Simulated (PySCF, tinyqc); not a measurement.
Worked calculation: CIS and TDHF on RHF in the sto-3g basis, frozen core, for CH+, spin multiplicity 1. The lowest restricted solution is unstable here: a spin-polarised one lies 0.0081 hartree lower (PySCF). One step of it, computed by the program tinyqc.

Question. CIS matrix, singlets. A(ia,jb) = (e_a - e_i) d_ij d_ab + 2 (ia|jb) - (ij|ab).

orbital energies (hartree): MO1 -11.642301, MO2 -1.126814, MO3 -0.770362, MO4 -0.244097, MO5 -0.244097, MO6 -0.087002

Two-electron integrals over orbitals (pq|rs), unique and non-zero (hartree); the lowest 1 orbital is frozen and left out:
```
(22|22) 0.576915    (32|22) 0.001329    (32|32) 0.109668    (33|22) 0.516838
(33|32) -0.033658   (33|33) 0.548155    (42|42) 0.117610    (43|42) -0.031686
(43|43) 0.034879    (44|22) 0.586740    (44|32) -0.050433   (44|33) 0.520622
(44|44) 0.672833    (52|52) 0.117610    (53|52) -0.031686   (53|53) 0.034879
(54|54) 0.036269    (55|22) 0.586740    (55|32) -0.050433   (55|33) 0.520622
(55|44) 0.600295    (55|55) 0.672833    (62|22) -0.080688   (62|32) -0.018002
(62|33) -0.011971   (62|44) -0.083392   (62|55) -0.083392   (62|62) 0.071273
(63|22) -0.090935   (63|32) 0.076413    (63|33) -0.067668   (63|44) -0.126020
(63|55) -0.126020   (63|62) 0.059617    (63|63) 0.150544    (64|42) -0.028506
(64|43) -0.009245   (64|64) 0.019362    (65|52) -0.028506   (65|53) -0.009245
(65|65) 0.019362    (66|22) 0.471815    (66|32) 0.082987    (66|33) 0.486228
(66|44) 0.427848    (66|55) 0.427848    (66|62) 0.005241    (66|63) 0.076143
(66|66) 0.610656
```

Give: CIS matrix A, singlet.

Answer.

CIS matrix A, singlet (hartree), lower triangle:
```
        2>4     2>5    2>6    3>4    3>5    3>6
2>4   0.531
2>5   0.000   0.531
2>6   0.000   0.000  0.711
3>4  -0.013   0.000  0.000  0.075
3>5   0.000  -0.013  0.000  0.000  0.075
3>6   0.000   0.000  0.036  0.000  0.000  0.498
```
